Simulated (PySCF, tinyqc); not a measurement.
FCI on RHF in the sto-3g basis, frozen core, for HF, spin multiplicity 1, step by step. The lowest restricted solution is unstable here: a spin-polarised one lies 0.0023 hartree lower (PySCF). Computed by tinyqc, a small Python program that keeps every step (integrals from PySCF). Settings: charge = 0, multiplicity = 1, basis = sto-3g, method = RHF, frozen orbitals = 1, energy threshold = 1e-10, iteration cap = 82, orthogonalisation = canonical, start = atomic densities, DIIS depth = 6, ci = FCI. Command: `OMP_NUM_THREADS=1 python tinyqc.py 24354 24355 out.jsonl` (the two numbers bound the seeds that draw the settings). One thread of a shared host (Intel(R) Xeon(R) Processor @ 2.60GHz), about 0.1 s of CPU time with the checks. The early iterations of the SCF are left out here.

## One-electron integrals

Geometry (angstrom):

| atom | x | y | z |
|---|---|---|---|
| F | 0.000000 | 0.000000 | 0.000000 |
| H | 0.000000 | 0.000000 | 1.248000 |

Basis sto-3g: exponents (1/bohr^2) and contraction coefficients of normalised primitives:

| element | l (shell) | exponent | coefficient |
|---|---|---|---|
| F | s (1) | 166.679130 | 0.154329 |
| F | s (1) | 30.360812 | 0.535328 |
| F | s (1) | 8.216821 | 0.444635 |
| F | s (2) | 6.464803 | -0.099967 |
| F | s (2) | 1.502281 | 0.399513 |
| F | s (2) | 0.488588 | 0.700115 |
| F | p (3) | 6.464803 | 0.155916 |
| F | p (3) | 1.502281 | 0.607684 |
| F | p (3) | 0.488588 | 0.391957 |
| H | s (1) | 3.425251 | 0.154329 |
| H | s (1) | 0.623914 | 0.535328 |
| H | s (1) | 0.168855 | 0.444635 |

Overlap, kinetic and nuclear-attraction integrals over the contracted functions; the nuclear repulsion is the sum of Za Zb / Rab.

nuclear repulsion = 3.81618181 hartree

overlap S:
```
           1F 1s     1F 2s    1F 2px    1F 2py    1F 2pz     2H 1s
1F 1s   1.000000  0.237990  0.000000  0.000000  0.000000  0.022506
1F 2s   0.237990  1.000000  0.000000  0.000000  0.000000  0.260435
1F 2px  0.000000  0.000000  1.000000  0.000000  0.000000  0.000000
1F 2py  0.000000  0.000000  0.000000  1.000000  0.000000  0.000000
1F 2pz  0.000000  0.000000  0.000000  0.000000  1.000000  0.229395
2H 1s   0.022506  0.260435  0.000000  0.000000  0.229395  1.000000
```

kinetic energy T (hartree):
```
            1F 1s      1F 2s    1F 2px    1F 2py    1F 2pz      2H 1s
1F 1s   36.984577  -0.212858  0.000000  0.000000  0.000000  -0.007175
1F 2s   -0.212858   1.037995  0.000000  0.000000  0.000000   0.013790
1F 2px   0.000000   0.000000  3.248015  0.000000  0.000000   0.000000
1F 2py   0.000000   0.000000  0.000000  3.248015  0.000000   0.000000
1F 2pz   0.000000   0.000000  0.000000  0.000000  3.248015   0.083100
2H 1s   -0.007175   0.013790  0.000000  0.000000  0.083100   0.760032
```

nuclear attraction V (hartree):
```
             1F 1s       1F 2s      1F 2px      1F 2py      1F 2pz      2H 1s
1F 1s   -77.433600   -9.277721    0.000000    0.000000   -0.008129  -0.898238
1F 2s    -9.277721  -11.965013    0.000000    0.000000   -0.101274  -2.209543
1F 2px    0.000000    0.000000  -11.855203    0.000000    0.000000   0.000000
1F 2py    0.000000    0.000000    0.000000  -11.855203    0.000000   0.000000
1F 2pz   -0.008129   -0.101274    0.000000    0.000000  -11.907122  -1.666974
2H 1s    -0.898238   -2.209543    0.000000    0.000000   -1.666974  -4.998886
```

core Hamiltonian H = T + V (hartree):
```
             1F 1s       1F 2s     1F 2px     1F 2py     1F 2pz      2H 1s
1F 1s   -40.449023   -9.490579   0.000000   0.000000  -0.008129  -0.905412
1F 2s    -9.490579  -10.927017   0.000000   0.000000  -0.101274  -2.195752
1F 2px    0.000000    0.000000  -8.607188   0.000000   0.000000   0.000000
1F 2py    0.000000    0.000000   0.000000  -8.607188   0.000000   0.000000
1F 2pz   -0.008129   -0.101274   0.000000   0.000000  -8.659107  -1.583873
2H 1s    -0.905412   -2.195752   0.000000   0.000000  -1.583873  -4.238854
```

## Two-electron integrals

Functions are numbered as in S; the eight-fold symmetry (ij|kl) = (ji|kl) = (kl|ij) leaves the list below.

Two-electron integrals (ij|kl) in chemists' order, unique and non-zero (hartree):
```
(11|11) 5.403501   (21|11) 0.841920   (21|21) 0.156299   (22|11) 1.268028
(22|21) 0.292344   (22|22) 0.926167   (31|31) 0.027998   (32|31) 0.043169
(32|32) 0.204588   (33|11) 1.264502   (33|21) 0.292403   (33|22) 0.925959
(33|33) 0.997514   (41|41) 0.027998   (42|41) 0.043169   (42|42) 0.204588
(43|43) 0.053770   (44|11) 1.264502   (44|21) 0.292403   (44|22) 0.925959
(44|33) 0.889973   (44|44) 0.997514   (51|51) 0.027998   (52|51) 0.043169
(52|52) 0.204588   (53|53) 0.053770   (54|54) 0.053770   (55|11) 1.264502
(55|21) 0.292403   (55|22) 0.925959   (55|33) 0.889973   (55|44) 0.889973
(55|55) 0.997514   (61|11) 0.080544   (61|21) 0.014839   (61|22) 0.027623
(61|33) 0.027582   (61|44) 0.027582   (61|51) 0.000585   (61|52) 0.001108
(61|55) 0.027710   (61|61) 0.001422   (62|11) 0.224855   (62|21) 0.052627
(62|22) 0.188606   (62|33) 0.185763   (62|44) 0.185763   (62|51) 0.003554
(62|52) 0.028991   (62|55) 0.194103   (62|61) 0.005075   (62|62) 0.049211
(63|31) 0.005252   (63|32) 0.032107   (63|53) 0.005938   (63|63) 0.006976
(64|41) 0.005252   (64|42) 0.032107   (64|54) 0.005938   (64|64) 0.006976
(65|11) 0.161741   (65|21) 0.038313   (65|22) 0.147084   (65|33) 0.141021
(65|44) 0.141021   (65|51) 0.007495   (65|52) 0.053257   (65|55) 0.159042
(65|61) 0.003830   (65|62) 0.047237   (65|65) 0.052063   (66|11) 0.418998
(66|21) 0.099629   (66|22) 0.412911   (66|33) 0.400449   (66|44) 0.400449
(66|51) 0.007516   (66|52) 0.087933   (66|55) 0.437486   (66|61) 0.009641
(66|62) 0.145357   (66|65) 0.163091   (66|66) 0.774606
```

## Orthogonalisation

S = U s U^T; canonical form X = U s^(-1/2), so that X^T S X = 1. Each column of U has its largest component positive (the first on a tie).

eigenvalues of S: 0.611906  0.852459  1.000000  1.000000  1.127551  1.408085

X:
```
                1          2          3         4          5         6
1F 1s   -0.440169   0.681552   0.000000  0.000000  -0.544197  0.328058
1F 2s    0.791256  -0.384214   0.000000  0.000000  -0.323698  0.514620
1F 2px   0.000000   0.000000   0.997959  0.063863   0.000000  0.000000
1F 2py   0.000000   0.000000  -0.063863  0.997959   0.000000  0.000000
1F 2pz   0.459198   0.629919   0.000000  0.000000   0.609251  0.284768
2H 1s   -0.776878  -0.405150   0.000000  0.000000   0.338763  0.506592
```

Within a degenerate level the vectors are fixed only up to a rotation; this is one choice.

## Starting guess

The start is atomic minimal-basis densities projected into this basis (PySCF's MINAO start) and scaled to the electron count of each spin; this density is not idempotent, so its energy is not variational and may lie below the converged one.

D at the start:
```
            1F 1s      1F 2s    1F 2px    1F 2py     1F 2pz      2H 1s
1F 1s    2.157147  -0.508095  0.000000  0.000000   0.010218  -0.014872
1F 2s   -0.508095   2.137665  0.000000  0.000000  -0.054585   0.057022
1F 2px   0.000000   0.000000  1.636739  0.000000   0.000000   0.000000
1F 2py   0.000000   0.000000  0.000000  1.636739   0.000000   0.000000
1F 2pz   0.010218  -0.054585  0.000000  0.000000   1.555589   0.172348
2H 1s   -0.014872   0.057022  0.000000  0.000000   0.172348   1.009861
```

## Iteration 7 (converged): orbitals

converged F (hartree):
```
             1F 1s      1F 2s     1F 2px     1F 2py     1F 2pz      2H 1s
1F 1s   -25.917560  -6.625508   0.000000   0.000000  -0.015037  -0.639760
1F 2s    -6.625508  -3.016773   0.000000   0.000000  -0.022654  -0.632692
1F 2px    0.000000   0.000000  -0.463425   0.000000   0.000000   0.000000
1F 2py    0.000000   0.000000   0.000000  -0.463425   0.000000   0.000000
1F 2pz   -0.015037  -0.022654   0.000000   0.000000  -0.214763  -0.424802
2H 1s    -0.639760  -0.632692   0.000000   0.000000  -0.424802  -0.285442
```

Diagonalise F' = X^T F X, C = X C', fill 5 alpha and 5 beta electrons from the bottom; D = 2 C_occ C_occ^T. Each column has its largest component positive (the first on a tie).

F' = X^T F X (hartree):
```
           1          2          3          4           5          6
1  -1.879660   4.364579   0.000000   0.000000   -3.880171   2.668698
2   4.364579  -8.775290   0.000000   0.000000    9.004379  -6.645282
3   0.000000   0.000000  -0.463425   0.000000    0.000000   0.000000
4   0.000000   0.000000   0.000000  -0.463425    0.000000   0.000000
5  -3.880171   9.004379   0.000000   0.000000  -10.220116   7.523337
6   2.668698  -6.645282   0.000000   0.000000    7.523337  -6.590579
```

orbital energies (hartree): MO1 -25.926820, MO2 -1.413614, MO3 -0.482191, MO4 -0.463425, MO5 -0.463425, MO6 0.356980

coefficients C:
```
              MO1        MO2        MO3        MO4       MO5        MO6
1F 1s    0.994984  -0.258531   0.049740   0.000000  0.000000   0.052243
1F 2s    0.020570   0.997894  -0.253780   0.000000  0.000000  -0.287579
1F 2px   0.000000   0.000000   0.000000   0.936672  0.350207   0.000000
1F 2py   0.000000   0.000000   0.000000  -0.350207  0.936672   0.000000
1F 2pz   0.001243   0.023730   0.685263   0.000000  0.000000  -0.767978
2H 1s   -0.002994   0.096788   0.599189   0.000000  0.000000   0.877882
```

D after iteration 7:
```
            1F 1s      1F 2s    1F 2px    1F 2py     1F 2pz      2H 1s
1F 1s    2.118610  -0.500287  0.000000  0.000000   0.058374   0.003605
1F 2s   -0.500287   2.121239  0.000000  0.000000  -0.300401  -0.111079
1F 2px   0.000000   0.000000  2.000000  0.000000   0.000000   0.000000
1F 2py   0.000000   0.000000  0.000000  2.000000   0.000000   0.000000
1F 2pz   0.058374  -0.300401  0.000000  0.000000   0.940300   0.825790
2H 1s    0.003605  -0.111079  0.000000  0.000000   0.825790   0.736809
```

Within a degenerate level the vectors are fixed only up to a rotation; this is one choice.

## Convergence

Stop when the energy changes by less than 1e-10 hartree and every element of the error matrix X^T (F D S - S D F) X is below 3e-06.

Course of the cycle:

| iteration | E (hartree) | change | largest element of the error matrix |
|---|---|---|---|
| 1 | -99.10979014 | - | 5.85e-01 |
| 2 | -98.43833745 | 6.71e-01 | 2.09e-01 |
| 3 | -98.50658690 | -6.82e-02 | 1.90e-02 |
| 4 | -98.50696959 | -3.83e-04 | 3.03e-03 |
| 5 | -98.50697444 | -4.85e-06 | 2.90e-05 |
| 6 | -98.50697444 | -8.52e-10 | 2.29e-07 |
| 7 | -98.50697444 | -2.84e-14 | 1.49e-09 |

PySCF RHF in the same basis = -98.50697444 hartree

Converged in 7 iterations.

## Populations, bond orders and dipole

Mulliken: Z minus the diagonal of D S on the atom; Loewdin: the same with S^(1/2) D S^(1/2); Mayer order: 2 sum_s sum (D(s) S)_ij (D(s) S)_ji over the two atoms.

Charges (e):

| atom | Mulliken | Loewdin |
|---|---|---|
| 1F | -0.102607 | -0.085285 |
| 2H | 0.102607 | 0.085285 |

Mayer bond orders:

| pair | order |
|---|---|
| 2-1 | 0.989472 |

dipole moment about the origin, x y z (debye): 0.000000  0.000000  1.022403

## Integrals over molecular orbitals

(pq|rs) = sum C_ip C_jq C_kr C_ls (ij|kl), one index at a time.

one-electron integrals over orbitals h = C^T H C (hartree):
```
            1          2          3          4          5          6
1  -40.431735   0.722799  -0.131110   0.000000   0.000000  -0.142895
2    0.722799  -9.123093   0.489132   0.000000   0.000000   0.779232
3   -0.131110   0.489132  -6.804478   0.000000   0.000000   2.262217
4    0.000000   0.000000   0.000000  -8.607188   0.000000   0.000000
5    0.000000   0.000000   0.000000   0.000000  -8.607188   0.000000
6   -0.142895   0.779232   2.262217   0.000000   0.000000  -5.985530
```

Two-electron integrals over orbitals (pq|rs), unique and non-zero (hartree); the lowest 1 orbital is frozen and left out:
```
(22|22) 0.872780    (32|22) -0.045272   (32|32) 0.134830    (33|22) 0.691509
(33|32) -0.014447   (33|33) 0.676068    (42|42) 0.189386    (43|42) -0.027818
(43|43) 0.035335    (44|22) 0.895111    (44|32) -0.065634   (44|33) 0.678029
(44|44) 0.997514    (52|52) 0.189386    (53|52) -0.027818   (53|53) 0.035335
(54|54) 0.053770    (55|22) 0.895111    (55|32) -0.065634   (55|33) 0.678029
(55|44) 0.889973    (55|55) 0.997514    (62|22) -0.084983   (62|32) -0.076739
(62|33) -0.022095   (62|44) -0.084115   (62|55) -0.084115   (62|62) 0.091481
(63|22) -0.237237   (63|32) 0.079945    (63|33) -0.093348   (63|44) -0.246301
(63|55) -0.246301   (63|62) 0.036437    (63|63) 0.231945    (64|42) -0.028266
(64|43) -0.022266   (64|64) 0.029052    (65|52) -0.028266   (65|53) -0.022266
(65|65) 0.029052    (66|22) 0.638976    (66|32) 0.045683    (66|33) 0.647768
(66|44) 0.623342    (66|55) 0.623342    (66|62) -0.053422   (66|63) -0.026090
(66|66) 0.674223
```

## FCI: determinants and Hamiltonian

one-electron integrals dressed by the frozen orbital, h + 2 (pq|11) - (p1|1q) (hartree):
```
           2          3          4          5          6
2  -6.736252   0.266618   0.000000   0.000000   0.489048
3   0.266618  -5.047891   0.000000   0.000000   1.431753
4   0.000000   0.000000  -6.108673   0.000000   0.000000
5   0.000000   0.000000   0.000000  -6.108673   0.000000
6   0.489048   1.431753   0.000000   0.000000  -4.328346
```

energy of the frozen orbital, 2 h_11 + (11|11) = -75.49901241 hartree

Hartree-Fock energy = -98.50697444 hartree

Slater-Condon rules over spin orbitals, with the nuclear repulsion and the energy of the frozen orbital added and E(HF) subtracted on the diagonal. Only determinants linked to the reference directly or through others are kept (one block of an abelian symmetry group), so some states are absent.

Occupation strings over the orbitals (2 doubly, a alpha, b beta, 0 empty; spin orbitals ordered 1a 1b 2a 2b ...): 222220 22a22b 2a222b 22b22a 2b222a 222202 222022 220222 2ab222 2ba222 202222

H - E(HF) between determinants (hartree):
```
           222220     22a22b     2a222b     22b22a     2b222a     222202     222022     220222
222220   0.000000   0.000000   0.000000   0.000000   0.000000   0.029052   0.029052   0.231945
22a22b   0.000000   0.423348  -0.009246  -0.231945  -0.036437   0.022266   0.022266   0.067258
2a222b   0.000000  -0.009246   1.223098  -0.036437  -0.091481   0.028266   0.028266  -0.079945
22b22a   0.000000  -0.231945  -0.036437   0.423348  -0.009246  -0.022266  -0.022266  -0.067258
2b222a   0.000000  -0.036437  -0.091481  -0.009246   1.223098  -0.028266  -0.028266   0.079945
222202   0.029052   0.022266   0.028266  -0.022266  -0.028266   0.877282   0.053770   0.035335
222022   0.029052   0.022266   0.028266  -0.022266  -0.028266   0.053770   0.877282   0.035335
220222   0.231945   0.067258  -0.079945  -0.067258   0.079945   0.035335   0.035335   0.901451
2ab222  -0.036437   0.079945  -0.211147  -0.031327   0.076739   0.027818   0.027818   0.069376
2ba222   0.036437  -0.031327   0.076739   0.079945  -0.211147  -0.027818  -0.027818  -0.069376
202222   0.091481   0.076739   0.031561  -0.076739  -0.031561   0.189386   0.189386   0.134830

           2ab222     2ba222     202222
222220  -0.036437   0.036437   0.091481
22a22b   0.079945  -0.031327   0.076739
2a222b  -0.211147   0.076739   0.031561
22b22a  -0.031327   0.079945  -0.076739
2b222a   0.076739  -0.211147  -0.031561
222202   0.027818  -0.027818   0.189386
222022   0.027818  -0.027818   0.189386
220222   0.069376  -0.069376   0.134830
2ab222   1.725434  -0.134830   0.100201
2ba222  -0.134830   1.725434  -0.100201
202222   0.100201  -0.100201   2.715249
```

## FCI: roots

Diagonalise (each vector has its largest component positive (the first on a tie)); all determinants have Ms = 0, so triplets appear too. The lowest singlet root is the correlation energy.

lowest roots of this matrix, relative to E(HF) (hartree): -0.061781  0.187909  0.613802  0.823511  0.852931  0.967380  1.096234  1.216393

lowest vectors:
```
           root 1     root 2     root 3     root 4
222220   0.969622   0.000000  -0.088653   0.000000
22a22b   0.021835   0.706095   0.675093   0.000000
2a222b  -0.007526   0.031120  -0.077754   0.000000
22b22a  -0.021835   0.706095  -0.675093   0.000000
2b222a   0.007526   0.031120   0.077754   0.000000
222202  -0.017959   0.000000  -0.024283   0.707107
222022  -0.017959   0.000000  -0.024283  -0.707107
220222  -0.237309   0.000000  -0.242200   0.000000
2ab222   0.026165  -0.021492  -0.064884   0.000000
2ba222  -0.026165  -0.021492   0.064884   0.000000
202222  -0.020894   0.000000  -0.017006   0.000000
```

<S^2> of these roots: 0.000000  2.000000  0.000000  0.000000  0.000000  0.000000  2.000000  0.000000

weight of the ground state by excitation level 0, 1, 2, ...: 0.940167  0.001067  0.058767
